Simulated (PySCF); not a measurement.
C2H2F2S.
Bonds: F1–C2, C2–F3, C2–C4, C4–S5 (double). Hydrogens: H6 on C2; H7 on C4.

The same species was optimised twice, with GFN2-xTB and with PBE0-D3(BJ)/def2-SVP (PySCF), and the same property calculations (PySCF, gas phase) were run on both structures.

| coordinate | GFN2-xTB | PBE0-D3(BJ)/def2-SVP | change |
| --- | --- | --- | --- |
| C4–H7 (Å) | 1.085 | 1.103 | +0.018 |
| F1–C2 (Å) | 1.356 | 1.349 | -0.007 |
| C2–F3 (Å) | 1.356 | 1.350 | -0.006 |
| C2–H6 (Å) | 1.100 | 1.103 | +0.003 |
| C2–C4 (Å) | 1.504 | 1.506 | +0.002 |
| C4=S5 (Å) | 1.605 | 1.606 | +0.001 |
| C2–C4–H7 (°) | 115.0 | 113.1 | -1.9 |
| F1–C2–F3 (°) | 106.1 | 107.9 | +1.8 |
| C2–C4–S5 (°) | 122.6 | 124.2 | +1.6 |
| F1–C2–C4 (°) | 110.2 | 108.8 | -1.4 |
| F3–C2–C4 (°) | 110.1 | 108.7 | -1.4 |
| F1–C2–H6 (°) | 108.5 | 109.5 | +1.0 |
| F3–C2–H6 (°) | 108.5 | 109.5 | +1.0 |
| C4–C2–H6 (°) | 113.2 | 112.3 | -0.9 |
| F1–C2–C4–S5 (°) | -122 | -122 | 0 |

Rotational constants: A = 9351, B = 2195, C = 1904 MHz (GFN2-xTB) against A = 9286, B = 2206, C = 1907 MHz (PBE0-D3(BJ)/def2-SVP). Point groups within 0.08 Å: Cs and Cs.

On the GFN2-xTB structure: lowest singlet, TDDFT (eV) 2.27 [PBE0/def2-SVPD]; lowest triplet, Tamm–Dancoff (eV) 1.68 [PBE0/def2-SVPD]; isotropic polarisability (au) 47.1 [PBE0/def2-SVPD]; HOMO (eV) -7.44 [PBE0/def2-SVPD]; LUMO (eV) -3.30 [PBE0/def2-SVPD]; dipole (D) 0.56 [PBE0/def2-SVPD].

Question: What do these properties become on the PBE0-D3(BJ)/def2-SVP structure?

Answer: 
```tsv
property	level	on GFN2-xTB	on PBE0-D3(BJ)/def2-SVP	change
lowest singlet, TDDFT (eV)	PBE0/def2-SVPD	2.27	2.30	+0.03
lowest triplet, Tamm–Dancoff (eV)	PBE0/def2-SVPD	1.68	1.71	+0.03
isotropic polarisability (au)	PBE0/def2-SVPD	47.1	47.3	+0.2
HOMO (eV)	PBE0/def2-SVPD	-7.44	-7.39	+0.05
LUMO (eV)	PBE0/def2-SVPD	-3.30	-3.23	+0.07
dipole (D)	PBE0/def2-SVPD	0.56	0.38	-0.18
energy, GFN2-xTB geometry as zero (kcal/mol)	PBE0/def2-SVPD	0.0	-0.2	-0.2
```

The heavy atoms differ by 0.018 Å rms after alignment. Among all bonds C4–H7 changes most (+0.018 Å). Changes are differences of the printed values. Neither structure is proved a minimum here.

Conformer computed: `[F:1][CH:2]([F:3])[CH:4]=[S:5]`: F1–C2–C4–S5 -122°.
